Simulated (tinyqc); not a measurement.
Inside a calculation. Method: RKS/exchange-only LDA in the sto-3g basis, for OH-, spin multiplicity 1. The basis has no diffuse functions, so it cannot describe the extra electron: this is an exercise in the method, not the real anion. One step of it, computed by the program tinyqc.

Problem. Iteration 2: DIIS coefficients. Solve [B -1; -1 0][c; lambda] = [0; -1] for the coefficients, which sum to one.

B (overlaps of the stored error matrices):
$$\begin{pmatrix}
7.3955103e-01 & -4.0378335e-01 \\
-4.0378335e-01 & 6.0687805e-01
\end{pmatrix}$$

Give: DIIS coefficients.

Solution.

DIIS coefficients: [0.4692, 0.5308]
